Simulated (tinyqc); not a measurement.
UHF in the sto-3g basis, for BH3, spin multiplicity 1, step by step (part 1 of 2). Computed by tinyqc, a small Python program that keeps every step (integrals from PySCF). Settings: charge = 0, multiplicity = 1, basis = sto-3g, energy threshold = 1e-08, iteration cap = 86, orthogonalisation = symmetric, start = Wolfsberg-Helmholz matrix, DIIS depth = 0, method = UHF, break = 0.2. Command: `OMP_NUM_THREADS=1 python tinyqc.py 31525 31526 out.jsonl` (the two numbers bound the seeds that draw the settings). One thread of a shared host (Intel(R) Xeon(R) Processor @ 2.60GHz), about 0.1 s of CPU time with the checks. Later iterations appear only in the table of the cycle.

## One-electron integrals

Geometry (angstrom):
```
atom,x,y,z
B,0.000000,0.000000,0.028000
H,1.171000,0.000000,0.000000
H,-0.586000,1.014000,0.000000
H,-0.586000,-1.014000,0.000000
```

Basis sto-3g: exponents (1/bohr^2) and contraction coefficients of normalised primitives:
```
element,l (shell),exponent,coefficient
B,s (1),48.791113,0.154329
B,s (1),8.887362,0.535328
B,s (1),2.405267,0.444635
B,s (2),2.236956,-0.099967
B,s (2),0.519821,0.399513
B,s (2),0.169062,0.700115
B,p (3),2.236956,0.155916
B,p (3),0.519821,0.607684
B,p (3),0.169062,0.391957
H,s (1),3.425251,0.154329
H,s (1),0.623914,0.535328
H,s (1),0.168855,0.444635
```

Overlap, kinetic and nuclear-attraction integrals over the contracted functions; the nuclear repulsion is the sum of Za Zb / Rab.

nuclear repulsion = 7.55866533 hartree

overlap S, lower triangle:
```
,1B 1s,1B 2s,1B 2px,1B 2py,1B 2pz,2H 1s,3H 1s,4H 1s
1B 1s,1.000000
1B 2s,0.269328,1.000000
1B 2px,0.000000,0.000000,1.000000
1B 2py,0.000000,0.000000,0.000000,1.000000
1B 2pz,0.000000,0.000000,0.000000,0.000000,1.000000
2H 1s,0.069392,0.485542,0.494256,0.000000,-0.011818,1.000000
3H 1s,0.069368,0.485464,-0.247283,0.427892,-0.011816,0.113728,1.000000
4H 1s,0.069368,0.485464,-0.247283,-0.427892,-0.011816,0.113728,0.113842,1.000000
```

kinetic energy T (hartree), lower triangle:
```
,1B 1s,1B 2s,1B 2px,1B 2py,1B 2pz,2H 1s,3H 1s,4H 1s
1B 1s,10.826302
1B 2s,-0.047967,0.359168
1B 2px,0.000000,0.000000,1.123881
1B 2py,0.000000,0.000000,0.000000,1.123881
1B 2pz,0.000000,0.000000,0.000000,0.000000,1.123881
2H 1s,-0.013988,0.093135,0.239372,0.000000,-0.005724,0.760032
3H 1s,-0.013990,0.093096,-0.119734,0.207185,-0.005721,-0.010426,0.760032
4H 1s,-0.013990,0.093096,-0.119734,-0.207185,-0.005721,-0.010426,-0.010420,0.760032
```

nuclear attraction V (hartree), lower triangle:
```
,1B 1s,1B 2s,1B 2px,1B 2py,1B 2pz,2H 1s,3H 1s,4H 1s
1B 1s,-24.502591
1B 2s,-3.504356,-5.075228
1B 2px,0.000009,0.000092,-5.107522
1B 2py,0.000000,0.000000,0.000000,-5.107314
1B 2pz,0.001375,0.011838,-0.000001,0.000000,-4.920661
2H 1s,-0.910272,-2.175004,-2.091359,0.000000,0.052530,-3.971719
3H 1s,-0.909955,-2.174595,1.046337,-1.810479,0.052516,-0.494445,-3.971534
4H 1s,-0.909955,-2.174595,1.046337,1.810479,0.052516,-0.494445,-0.494857,-3.971534
```

core Hamiltonian H = T + V (hartree), lower triangle:
```
,1B 1s,1B 2s,1B 2px,1B 2py,1B 2pz,2H 1s,3H 1s,4H 1s
1B 1s,-13.676289
1B 2s,-3.552323,-4.716060
1B 2px,0.000009,0.000092,-3.983641
1B 2py,0.000000,0.000000,0.000000,-3.983433
1B 2pz,0.001375,0.011838,-0.000001,0.000000,-3.796780
2H 1s,-0.924259,-2.081869,-1.851987,0.000000,0.046806,-3.211687
3H 1s,-0.923945,-2.081499,0.926603,-1.603295,0.046795,-0.504871,-3.211502
4H 1s,-0.923945,-2.081499,0.926603,1.603295,0.046795,-0.504871,-0.505277,-3.211502
```

## Two-electron integrals

Functions are numbered as in S; the eight-fold symmetry (ij|kl) = (ji|kl) = (kl|ij) leaves the list below.

Two-electron integrals (ij|kl) in chemists' order, unique and non-zero (hartree):
```
i,j,k,l,(ij|kl)
1,1,1,1,2.923513
2,1,1,1,0.518376
2,1,2,1,0.109262
2,2,1,1,0.744229
2,2,2,1,0.193177
2,2,2,2,0.544804
3,1,3,1,0.020264
3,2,3,1,0.029996
3,2,3,2,0.120346
3,3,1,1,0.742491
3,3,2,1,0.193240
3,3,2,2,0.544682
3,3,3,3,0.586773
4,1,4,1,0.020264
4,2,4,1,0.029996
4,2,4,2,0.120346
4,3,4,3,0.031630
4,4,1,1,0.742491
4,4,2,1,0.193240
4,4,2,2,0.544682
4,4,3,3,0.523513
4,4,4,4,0.586773
5,1,5,1,0.020264
5,2,5,1,0.029996
5,2,5,2,0.120346
5,3,5,3,0.031630
5,4,5,4,0.031630
5,5,1,1,0.742491
5,5,2,1,0.193240
5,5,2,2,0.544682
5,5,3,3,0.523513
5,5,4,4,0.523513
5,5,5,5,0.586773
6,1,1,1,0.133460
6,1,2,1,0.028016
6,1,2,2,0.049630
6,1,3,1,0.002064
6,1,3,2,0.003765
6,1,3,3,0.050150
6,1,4,4,0.049385
6,1,5,1,-0.000049
6,1,5,2,-0.000090
6,1,5,3,-0.000018
6,1,5,5,0.049386
6,1,6,1,0.007418
6,2,1,1,0.293773
6,2,2,1,0.077280
6,2,2,2,0.236439
6,2,3,1,0.008527
6,2,3,2,0.049802
6,2,3,3,0.249164
6,2,4,4,0.229966
6,2,5,1,-0.000204
6,2,5,2,-0.001191
6,2,5,3,-0.000459
6,2,5,5,0.229977
6,2,6,1,0.021117
6,2,6,2,0.136189
6,3,1,1,0.264641
6,3,2,1,0.070593
6,3,2,2,0.227960
6,3,3,1,0.014918
6,3,3,2,0.081179
6,3,3,3,0.252068
6,3,4,4,0.215783
6,3,5,1,-0.000163
6,3,5,2,-0.001059
6,3,5,3,-0.000639
6,3,5,5,0.215793
6,3,6,1,0.020335
6,3,6,2,0.154184
6,3,6,3,0.186938
6,4,4,1,0.008114
6,4,4,2,0.036890
6,4,4,3,0.009560
6,4,5,4,-0.000229
6,4,6,4,0.015935
6,5,1,1,-0.006328
6,5,2,1,-0.001688
6,5,2,2,-0.005451
6,5,3,1,-0.000163
6,5,3,2,-0.001059
6,5,3,3,-0.005570
6,5,4,4,-0.005160
6,5,5,1,0.008118
6,5,5,2,0.036916
6,5,5,3,0.009570
6,5,5,5,-0.005617
6,5,6,1,-0.000486
6,5,6,2,-0.003687
6,5,6,3,-0.004089
6,5,6,5,0.016033
6,6,1,1,0.443967
6,6,2,1,0.119015
6,6,2,2,0.409393
6,6,3,1,0.016911
6,6,3,2,0.127799
6,6,3,3,0.458119
6,6,4,4,0.384804
6,6,5,1,-0.000404
6,6,5,2,-0.003056
6,6,5,3,-0.001753
6,6,5,5,0.384846
6,6,6,1,0.033294
6,6,6,2,0.293023
6,6,6,3,0.362142
6,6,6,5,-0.008659
6,6,6,6,0.774606
7,1,1,1,0.133413
7,1,2,1,0.028006
7,1,2,2,0.049613
7,1,3,1,-0.001032
7,1,3,2,-0.001883
7,1,3,3,0.049559
7,1,4,1,0.001786
7,1,4,2,0.003259
7,1,4,3,-0.000331
7,1,4,4,0.049941
7,1,5,1,-0.000049
7,1,5,2,-0.000090
7,1,5,3,0.000009
7,1,5,4,-0.000016
7,1,5,5,0.049369
7,1,6,1,0.007071
7,1,6,2,0.019291
7,1,6,3,0.017166
7,1,6,4,0.000824
7,1,6,5,-0.000445
7,1,6,6,0.029457
7,1,7,1,0.007413
7,2,1,1,0.293709
7,2,2,1,0.077263
7,2,2,2,0.236393
7,2,3,1,-0.004266
7,2,3,2,-0.024915
7,2,3,3,0.234726
7,2,4,1,0.007381
7,2,4,2,0.043113
7,2,4,3,-0.008316
7,2,4,4,0.244310
7,2,5,1,-0.000204
7,2,5,2,-0.001190
7,2,5,3,0.000230
7,2,5,4,-0.000397
7,2,5,5,0.229931
7,2,6,1,0.019294
7,2,6,2,0.093213
7,2,6,3,0.083542
7,2,6,4,0.011185
7,2,6,5,-0.002461
7,2,6,6,0.155521
7,2,7,1,0.021105
7,2,7,2,0.136142
7,3,1,1,-0.132395
7,3,2,1,-0.035316
7,3,2,2,-0.114046
7,3,3,1,0.009815
7,3,3,2,0.047968
7,3,3,3,-0.119670
7,3,4,1,-0.002947
7,3,4,2,-0.019184
7,3,4,3,0.011996
7,3,4,4,-0.114392
7,3,5,1,0.000081
7,3,5,2,0.000530
7,3,5,3,-0.000331
7,3,5,4,0.000178
7,3,5,5,-0.107959
7,3,6,1,-0.007877
7,3,6,2,-0.032121
7,3,6,3,-0.020031
7,3,6,4,-0.002777
7,3,6,5,0.000834
7,3,6,6,-0.044834
7,3,7,1,-0.010170
7,3,7,2,-0.077126
7,3,7,3,0.058731
7,4,1,1,0.229092
7,4,2,1,0.061110
7,4,2,2,0.197343
7,4,3,1,-0.002947
7,4,3,2,-0.019184
7,4,3,3,0.190522
7,4,4,1,0.013211
7,4,4,2,0.070078
7,4,4,3,-0.011220
7,4,4,4,0.214493
7,4,5,1,-0.000141
7,4,5,2,-0.000917
7,4,5,3,0.000178
7,4,5,4,-0.000536
7,4,5,5,0.186810
7,4,6,1,0.015278
7,4,6,2,0.077933
7,4,6,3,0.069488
7,4,6,4,0.018524
7,4,6,5,-0.002014
7,4,6,6,0.130046
7,4,7,1,0.017598
7,4,7,2,0.133456
7,4,7,3,-0.074064
7,4,7,4,0.144087
7,5,1,1,-0.006326
7,5,2,1,-0.001687
7,5,2,2,-0.005449
7,5,3,1,0.000081
7,5,3,2,0.000530
7,5,3,3,-0.005261
7,5,4,1,-0.000141
7,5,4,2,-0.000917
7,5,4,3,0.000178
7,5,4,4,-0.005466
7,5,5,1,0.008116
7,5,5,2,0.036907
7,5,5,3,-0.004787
7,5,5,4,0.008284
7,5,5,5,-0.005616
7,5,6,1,-0.000445
7,5,6,2,-0.002461
7,5,6,3,-0.002161
7,5,6,4,-0.000286
7,5,6,5,0.010080
7,5,6,6,-0.004316
7,5,7,1,-0.000486
7,5,7,2,-0.003685
7,5,7,3,0.002045
7,5,7,4,-0.003539
7,5,7,5,0.016026
7,6,1,1,0.066864
7,6,2,1,0.017580
7,6,2,2,0.054301
7,6,3,1,0.000819
7,6,3,2,0.004813
7,6,3,3,0.054841
7,6,4,1,0.001419
7,6,4,2,0.008342
7,6,4,3,0.000365
7,6,4,4,0.055263
7,6,5,1,-0.000078
7,6,5,2,-0.000461
7,6,5,3,-0.000065
7,6,5,4,-0.000113
7,6,5,5,0.052752
7,6,6,1,0.004636
7,6,6,2,0.027025
7,6,6,3,0.028277
7,6,6,4,0.002921
7,6,6,5,-0.000797
7,6,6,6,0.052882
7,6,7,1,0.004635
7,6,7,2,0.027021
7,6,7,3,-0.011619
7,6,7,4,0.025941
7,6,7,5,-0.000797
7,6,7,6,0.006639
7,7,1,1,0.443915
7,7,2,1,0.119001
7,7,2,2,0.409358
7,7,3,1,-0.008460
7,7,3,2,-0.063940
7,7,3,3,0.403125
7,7,4,1,0.014639
7,7,4,2,0.110639
7,7,4,3,-0.031759
7,7,4,4,0.439726
7,7,5,1,-0.000404
7,7,5,2,-0.003055
7,7,5,3,0.000877
7,7,5,4,-0.001517
7,7,5,5,0.384814
7,7,6,1,0.029464
7,7,6,2,0.155539
7,7,6,3,0.135036
7,7,6,4,0.026256
7,7,6,5,-0.004317
7,7,6,6,0.260066
7,7,7,1,0.033279
7,7,7,2,0.292967
7,7,7,3,-0.181175
7,7,7,4,0.313502
7,7,7,5,-0.008657
7,7,7,6,0.052882
7,7,7,7,0.774606
8,1,1,1,0.133413
8,1,2,1,0.028006
8,1,2,2,0.049613
8,1,3,1,-0.001032
8,1,3,2,-0.001883
8,1,3,3,0.049559
8,1,4,1,-0.001786
8,1,4,2,-0.003259
8,1,4,3,0.000331
8,1,4,4,0.049941
8,1,5,1,-0.000049
8,1,5,2,-0.000090
8,1,5,3,0.000009
8,1,5,4,0.000016
8,1,5,5,0.049369
8,1,6,1,0.007071
8,1,6,2,0.019291
8,1,6,3,0.017166
8,1,6,4,-0.000824
8,1,6,5,-0.000445
8,1,6,6,0.029457
8,1,7,1,0.007069
8,1,7,2,0.019288
8,1,7,3,-0.009303
8,1,7,4,0.014449
8,1,7,5,-0.000445
8,1,7,6,0.004311
8,1,7,7,0.029456
8,1,8,1,0.007413
8,2,1,1,0.293709
8,2,2,1,0.077263
8,2,2,2,0.236393
8,2,3,1,-0.004266
8,2,3,2,-0.024915
8,2,3,3,0.234726
8,2,4,1,-0.007381
8,2,4,2,-0.043113
8,2,4,3,0.008316
8,2,4,4,0.244310
8,2,5,1,-0.000204
8,2,5,2,-0.001190
8,2,5,3,0.000230
8,2,5,4,0.000397
8,2,5,5,0.229931
8,2,6,1,0.019294
8,2,6,2,0.093213
8,2,6,3,0.083542
8,2,6,4,-0.011185
8,2,6,5,-0.002461
8,2,6,6,0.155521
8,2,7,1,0.019288
8,2,7,2,0.093213
8,2,7,3,-0.051502
8,2,7,4,0.066745
8,2,7,5,-0.002461
8,2,7,6,0.020148
8,2,7,7,0.155551
8,2,8,1,0.021105
8,2,8,2,0.136142
8,3,1,1,-0.132395
8,3,2,1,-0.035316
8,3,2,2,-0.114046
8,3,3,1,0.009815
8,3,3,2,0.047968
8,3,3,3,-0.119670
8,3,4,1,0.002947
8,3,4,2,0.019184
8,3,4,3,-0.011996
8,3,4,4,-0.114392
8,3,5,1,0.000081
8,3,5,2,0.000530
8,3,5,3,-0.000331
8,3,5,4,-0.000178
8,3,5,5,-0.107959
8,3,6,1,-0.007877
8,3,6,2,-0.032121
8,3,6,3,-0.020031
8,3,6,4,0.002777
8,3,6,5,0.000834
8,3,6,6,-0.044834
8,3,7,1,-0.009303
8,3,7,2,-0.051502
8,3,7,3,0.037834
8,3,7,4,-0.036159
8,3,7,5,0.001329
8,3,7,6,-0.008649
8,3,7,7,-0.090346
8,3,8,1,-0.010170
8,3,8,2,-0.077126
8,3,8,3,0.058731
8,4,1,1,-0.229092
8,4,2,1,-0.061110
8,4,2,2,-0.197343
8,4,3,1,0.002947
8,4,3,2,0.019184
8,4,3,3,-0.190522
8,4,4,1,0.013211
8,4,4,2,0.070078
8,4,4,3,-0.011220
8,4,4,4,-0.214493
8,4,5,1,0.000141
8,4,5,2,0.000917
8,4,5,3,-0.000178
8,4,5,4,-0.000536
8,4,5,5,-0.186810
8,4,6,1,-0.015278
8,4,6,2,-0.077933
8,4,6,3,-0.069488
8,4,6,4,0.018524
8,4,6,5,0.002014
8,4,6,6,-0.130046
8,4,7,1,-0.014449
8,4,7,2,-0.066745
8,4,7,3,0.036159
8,4,7,4,-0.039241
8,4,7,5,0.001728
8,4,7,6,-0.014962
8,4,7,7,-0.103803
8,4,8,1,-0.017598
8,4,8,2,-0.133456
8,4,8,3,0.074064
8,4,8,4,0.144087
8,5,1,1,-0.006326
8,5,2,1,-0.001687
8,5,2,2,-0.005449
8,5,3,1,0.000081
8,5,3,2,0.000530
8,5,3,3,-0.005261
8,5,4,1,0.000141
8,5,4,2,0.000917
8,5,4,3,-0.000178
8,5,4,4,-0.005466
8,5,5,1,0.008116
8,5,5,2,0.036907
8,5,5,3,-0.004787
8,5,5,4,-0.008284
8,5,5,5,-0.005616
8,5,6,1,-0.000445
8,5,6,2,-0.002461
8,5,6,3,-0.002161
8,5,6,4,0.000286
8,5,6,5,0.010080
8,5,6,6,-0.004316
8,5,7,1,-0.000445
8,5,7,2,-0.002461
8,5,7,3,0.001329
8,5,7,4,-0.001728
8,5,7,5,0.010080
8,5,7,6,-0.000578
8,5,7,7,-0.004317
8,5,8,1,-0.000486
8,5,8,2,-0.003685
8,5,8,3,0.002045
8,5,8,4,0.003539
8,5,8,5,0.016026
8,6,1,1,0.066864
8,6,2,1,0.017580
8,6,2,2,0.054301
8,6,3,1,0.000819
8,6,3,2,0.004813
8,6,3,3,0.054841
8,6,4,1,-0.001419
8,6,4,2,-0.008342
8,6,4,3,-0.000365
8,6,4,4,0.055263
8,6,5,1,-0.000078
8,6,5,2,-0.000461
8,6,5,3,-0.000065
8,6,5,4,0.000113
8,6,5,5,0.052752
8,6,6,1,0.004636
8,6,6,2,0.027025
8,6,6,3,0.028277
8,6,6,4,-0.002921
8,6,6,5,-0.000797
8,6,6,6,0.052882
8,6,7,1,0.004311
8,6,7,2,0.020148
8,6,7,3,-0.008649
8,6,7,4,0.014962
8,6,7,5,-0.000578
8,6,7,6,0.005234
8,6,7,7,0.032894
8,6,8,1,0.004635
8,6,8,2,0.027021
8,6,8,3,-0.011619
8,6,8,4,-0.025941
8,6,8,5,-0.000797
8,6,8,6,0.006639
8,7,1,1,0.066912
8,7,2,1,0.017593
8,7,2,2,0.054347
8,7,3,1,-0.001641
8,7,3,2,-0.009648
8,7,3,3,0.055524
8,7,4,4,0.054674
8,7,5,1,-0.000078
8,7,5,2,-0.000461
8,7,5,3,0.000131
8,7,5,5,0.052795
8,7,6,1,0.004315
8,7,6,2,0.020166
8,7,6,3,0.017295
8,7,6,5,-0.000578
8,7,6,6,0.032919
8,7,7,1,0.004638
8,7,7,2,0.027049
8,7,7,3,-0.016696
8,7,7,4,0.023044
8,7,7,5,-0.000798
8,7,7,6,0.005239
8,7,7,7,0.052944
8,7,8,1,0.004638
8,7,8,2,0.027049
8,7,8,3,-0.016696
8,7,8,4,-0.023044
8,7,8,5,-0.000798
8,7,8,6,0.005239
8,7,8,7,0.006653
8,8,1,1,0.443915
8,8,2,1,0.119001
8,8,2,2,0.409358
8,8,3,1,-0.008460
8,8,3,2,-0.063940
8,8,3,3,0.403125
8,8,4,1,-0.014639
8,8,4,2,-0.110639
8,8,4,3,0.031759
8,8,4,4,0.439726
8,8,5,1,-0.000404
8,8,5,2,-0.003055
8,8,5,3,0.000877
8,8,5,4,0.001517
8,8,5,5,0.384814
8,8,6,1,0.029464
8,8,6,2,0.155539
8,8,6,3,0.135036
8,8,6,4,-0.026256
8,8,6,5,-0.004317
8,8,6,6,0.260066
8,8,7,1,0.029456
8,8,7,2,0.155551
8,8,7,3,-0.090346
8,8,7,4,0.103803
8,8,7,5,-0.004317
8,8,7,6,0.032894
8,8,7,7,0.260142
8,8,8,1,0.033279
8,8,8,2,0.292967
8,8,8,3,-0.181175
8,8,8,4,-0.313502
8,8,8,5,-0.008657
8,8,8,6,0.052882
8,8,8,7,0.052944
8,8,8,8,0.774606
```

## Orthogonalisation

S = U s U^T; symmetric (Loewdin) form X = U s^(-1/2) U^T, so that X^T S X = 1.

eigenvalues of S: 0.243564  0.335029  0.335278  0.950643  1.000788  1.550880  1.551281  2.032536

X, lower triangle:
```
,1B 1s,1B 2s,1B 2px,1B 2py,1B 2pz,2H 1s,3H 1s,4H 1s
1B 1s,1.033599
1B 2s,-0.182770,1.465199
1B 2px,0.000010,-0.000066,1.222053
1B 2py,0.000000,0.000000,0.000000,1.221738
1B 2pz,0.000983,-0.010364,0.000001,0.000000,1.000246
2H 1s,0.027993,-0.362633,-0.375811,0.000000,0.008645,1.290296
3H 1s,0.027998,-0.362569,0.188016,-0.325258,0.008643,-0.018207,1.290172
4H 1s,0.027998,-0.362569,0.188016,0.325258,0.008643,-0.018207,-0.018102,1.290172
```

## Starting guess

The start is the generalised Wolfsberg-Helmholz matrix (K = 1.75) built on H, with HOMO and LUMO mixed by +/-0.2 rad for the two spins; D(s) = C_occ C_occ^T for each spin.

D(alpha) at the start, lower triangle:
```
,1B 1s,1B 2s,1B 2px,1B 2py,1B 2pz,2H 1s,3H 1s,4H 1s
1B 1s,1.021916
1B 2s,-0.056944,0.321832
1B 2px,-0.000017,0.000029,0.461433
1B 2py,-0.001011,0.002916,0.000000,0.443385
1B 2pz,0.002363,-0.006035,-0.000001,0.132259,0.039602
2H 1s,-0.088029,0.152435,0.245769,0.000146,-0.003314,0.206775
3H 1s,-0.088463,0.153709,-0.122907,0.204636,0.057686,0.010454,0.203009
4H 1s,-0.087530,0.151019,-0.122907,-0.204343,-0.064310,0.010319,0.014253,0.202740
```

D(beta) at the start, lower triangle:
```
,1B 1s,1B 2s,1B 2px,1B 2py,1B 2pz,2H 1s,3H 1s,4H 1s
1B 1s,1.021916
1B 2s,-0.056944,0.321832
1B 2px,-0.000017,0.000029,0.461433
1B 2py,0.001011,-0.002916,0.000000,0.443385
1B 2pz,0.002363,-0.006035,-0.000001,-0.132259,0.039602
2H 1s,-0.088029,0.152435,0.245769,-0.000146,-0.003314,0.206775
3H 1s,-0.087530,0.151019,-0.122907,0.204343,-0.064310,0.010319,0.202740
4H 1s,-0.088463,0.153709,-0.122907,-0.204636,0.057686,0.010454,0.014253,0.203009
```

## Iteration 1: building the Fock matrix

J_ij = sum D_kl (ij|kl) with D = D(alpha) + D(beta), K_ij = sum D_kl (ik|jl) for each spin; F = H + J - K(s); E = tr D H + tr D J / 2 - 0.5 sum_s tr D(s) K(s) + E_nn.

Coulomb J (hartree), lower triangle:
```
,1B 1s,1B 2s,1B 2px,1B 2py,1B 2pz,2H 1s,3H 1s,4H 1s
1B 1s,9.453369
1B 2s,1.988057,4.404873
1B 2px,0.000298,0.002078,4.458478
1B 2py,0.000000,0.000000,0.000000,4.453894
1B 2pz,-0.002152,-0.013040,-0.000023,0.000000,4.289241
2H 1s,0.512183,1.924328,1.869168,0.000000,-0.047593,3.424873
3H 1s,0.511910,1.920998,-0.932628,1.613717,-0.047497,0.440570,3.413699
4H 1s,0.511910,1.920998,-0.932628,-1.613717,-0.047497,0.440570,0.440667,3.413699
```

exchange K(alpha) (hartree), lower triangle:
```
,1B 1s,1B 2s,1B 2px,1B 2py,1B 2pz,2H 1s,3H 1s,4H 1s
1B 1s,2.946023
1B 2s,0.567866,0.715948
1B 2px,0.000059,0.000650,0.645243
1B 2py,-0.000148,0.002315,-0.000069,0.626993
1B 2pz,0.000295,-0.012201,-0.000012,0.097215,0.161810
2H 1s,0.148832,0.393640,0.389593,0.000070,-0.009292,0.573098
3H 1s,0.148452,0.392067,-0.193884,0.327468,0.037160,0.103165,0.563038
4H 1s,0.148683,0.390565,-0.193745,-0.327089,-0.055653,0.103308,0.106765,0.563534
```

exchange K(beta) (hartree), lower triangle:
```
,1B 1s,1B 2s,1B 2px,1B 2py,1B 2pz,2H 1s,3H 1s,4H 1s
1B 1s,2.946023
1B 2s,0.567866,0.715948
1B 2px,0.000059,0.000650,0.645243
1B 2py,0.000148,-0.002315,0.000069,0.626993
1B 2pz,0.000295,-0.012201,-0.000012,-0.097215,0.161810
2H 1s,0.148832,0.393640,0.389593,-0.000070,-0.009292,0.573098
3H 1s,0.148683,0.390565,-0.193745,0.327089,-0.055653,0.103308,0.563534
4H 1s,0.148452,0.392067,-0.193884,-0.327468,0.037160,0.103165,0.106765,0.563038
```

F(alpha) (hartree), lower triangle:
```
,1B 1s,1B 2s,1B 2px,1B 2py,1B 2pz,2H 1s,3H 1s,4H 1s
1B 1s,-7.168943
1B 2s,-2.132132,-1.027135
1B 2px,0.000249,0.001520,-0.170406
1B 2py,0.000148,-0.002315,0.000069,-0.156532
1B 2pz,-0.001073,0.010999,-0.000012,-0.097215,0.330650
2H 1s,-0.560908,-0.551181,-0.372412,-0.000070,0.008505,-0.359912
3H 1s,-0.560487,-0.552568,0.187860,-0.317046,-0.037862,-0.167467,-0.360841
4H 1s,-0.560718,-0.551066,0.187721,0.316666,0.054951,-0.167610,-0.171375,-0.361336
```

F(beta) (hartree), lower triangle:
```
,1B 1s,1B 2s,1B 2px,1B 2py,1B 2pz,2H 1s,3H 1s,4H 1s
1B 1s,-7.168943
1B 2s,-2.132132,-1.027135
1B 2px,0.000249,0.001520,-0.170406
1B 2py,-0.000148,0.002315,-0.000069,-0.156532
1B 2pz,-0.001073,0.010999,-0.000012,0.097215,0.330650
2H 1s,-0.560908,-0.551181,-0.372412,0.000070,0.008505,-0.359912
3H 1s,-0.560718,-0.551066,0.187721,-0.316666,0.054951,-0.167610,-0.361336
4H 1s,-0.560487,-0.552568,0.187860,0.317046,-0.037862,-0.167467,-0.171375,-0.360841
```

total energy of this density = -25.94324537 hartree
